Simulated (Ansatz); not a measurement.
# AlNH4 (AlH2(NH2)): CCSD/STO-3G

Aim: the vertical ionisation energy of AlNH4 (AlH2(NH2)) at CCSD/STO-3G, from 2 runs. 

Program for the calculation: Ansatz 0.2.0.

54 further runs of the same task are left out: 2 that didn't finish, 52 set aside as unsound or not needed.

### 1 The structure to begin with

AlNH4: 6 atoms, total charge 0, spin state singlet. As SMILES, `[H][Al]([H])[NH2]`. Geometry: a GFN2-xTB relaxation, a rough one for these elements and not checked as a minimum.

Bond lengths: Al1–N4 1.775 Å, Al1–H2 1.541 Å, Al1–H3 1.542 Å, N4–H5 1.014 Å, N4–H6 1.014 Å. Angles: Al1–N4–H5 127.0°, Al1–N4–H6 126.7°, H2–Al1–N4 121.7°, H3–Al1–N4 121.7°, H5–N4–H6 106.3°, H2–Al1–H3 116.6°.

### 2 A single-point energy at CCSD/STO-3G

Contents of molecule.yaml:

```yaml
basis:
  gaussian:
    orbitals: STO-3G
crystal:
  periodic: [false, false, false]
  atoms:
    - {symbol: Al, position_ang: [0.411220, 0.709780, 0.004090]}
    - {symbol: H, position_ang: [1.951140, 0.754090, 0.040220]}
    - {symbol: H, position_ang: [-0.317540, 2.068550, -0.020570]}
    - {symbol: "N", position_ang: [-0.477760, -0.827010, -0.006690]}
    - {symbol: H, position_ang: [-0.803830, -1.337930, -0.819770]}
    - {symbol: H, position_ang: [-0.763230, -1.367490, 0.802720]}
correlation:
  method: ccsd
  frozen_orbitals: {Al: 5, H: 0, "N": 1}
accuracy: high
scf:
  omitted_lower_state_checks: [cluster_reference, increment]
```

The run is started by

```sh
$ ansatz run molecule.yaml --threads 1 --pin off --max-ram 2610MiB --events-out events.jsonl --progress --plain --runs-dir runs
```

Output, cut to the lines that bear on the results:

```text
Warning: RAYON_NUM_THREADS=1 ignored (pool sized by the plan → 1); use --threads N
Functional definition: HF
  name "HF"
[...]
312 factors; integrals over basis functions are off by at most 1.4e-8 eV
[...]
mean field -8029.32330925 eV, -295.0721891442 hartree, gradient 6.8e-8 eV, S^2 0.000000; 0 other end points of the search recorded, 0 dependent functions left out
6 core orbitals not correlated: weight in the atoms' cores, before any rotation towards them, 0.999 or more for the frozen orbitals, at most 0.000 for the correlated occupied ones
reference -8029.32330925 eV, -295.0721891442 hartree; 6, 6 occupied and 6, 6 virtual orbitals, 312 factors
second order -1.90805283 eV of doubles, -0.00000000 eV of singles
cycle   1  -2.35526564 eV  change   -4.5e-1 eV  update   5.3e-2
[...]
cycle  20  -2.58284883 eV  change  -3.5e-10 eV  update  1.4e-10
Total energy: -8031.90615808 eV, -295.1671070880 hartree
Checks for a lower state left out: cluster_reference, increment
```

Wall time 0.18 s (1 thread of Intel Xeon Platinum 8488C (Sapphire Rapids), shared host).

### 3 The doublet cation, same level

Edit molecule.yaml of step 2 so:

```diff
@@ -1,4 +1 @@
-basis:
-  gaussian:
-    orbitals: STO-3G
 crystal:
@@ -12,2 +9,12 @@
     - {symbol: H, position_ang: [-0.763230, -1.367490, 0.802720]}
+basis:
+  gaussian:
+    orbitals: STO-3G
+scf:
+  omitted_lower_state_checks: [cluster_reference, increment]
+accuracy: high
+total_charge: 1
+magnetization:
+  spin_polarized: true
+  initial_magnetization: 1
 correlation:
@@ -15,4 +22 @@
   frozen_orbitals: {Al: 5, H: 0, "N": 1}
-accuracy: high
-scf:
-  omitted_lower_state_checks: [cluster_reference, increment]
```

The run is started by

```sh
$ ansatz run molecule.yaml --threads 1 --pin off --max-ram 2610MiB --events-out events.jsonl --progress --plain --runs-dir runs
```

Output, cut to the lines that bear on the results:

```text
Warning: RAYON_NUM_THREADS=1 ignored (pool sized by the plan → 1); use --threads N
[... 2 set-up lines as earlier in the session ...]
[...]
312 factors; integrals over basis functions are off by at most 1.4e-8 eV
[...]
mean field -8024.58704166 eV, -294.8981345206 hartree, gradient 9.5e-8 eV, S^2 0.760289; 1 other end points of the search recorded, 0 dependent functions left out
6 core orbitals not correlated: weight in the atoms' cores, before any rotation towards them, 0.999 or more for the frozen orbitals, at most 0.001 for the correlated occupied ones
reference -8024.58704166 eV, -294.8981345206 hartree; 6, 5 occupied and 6, 7 virtual orbitals, 312 factors
second order -1.76416107 eV of doubles, -0.00000000 eV of singles
cycle   1  -2.23900420 eV  change   -4.7e-1 eV  update   6.0e-2
[...]
cycle  24  -2.55302466 eV  change   7.4e-10 eV  update  4.2e-10
Total energy: -8027.14006632 eV, -294.9919564464 hartree
Checks for a lower state left out: cluster_reference, increment
```

Wall time 0.24 s (1 thread of Intel Xeon Platinum 8488C (Sapphire Rapids), shared host).

### 4 Outcome

At CCSD/STO-3G, 6 core orbitals frozen:

```
                                                   quantity          value
                                singlet AlNH4: total energy  -295.16711 Eh
 singlet AlNH4: correlation energy (6 core orbitals frozen)      -94.9 mEh
                               singlet AlNH4: T1 diagnostic          0.007
                               doublet cation: total energy  -294.99196 Eh
doublet cation: correlation energy (6 core orbitals frozen)      -93.8 mEh
          doublet cation: ⟨S²⟩ of the reference determinant          0.760
                              doublet cation: T1 diagnostic          0.020
         vertical ionisation energy (to the doublet cation)       4.766 eV
```

**Reading.** Removing an electron at fixed nuclei costs 4.77 eV (460 kJ/mol). In a minimal basis such a difference can be off by several eV, whatever the method.
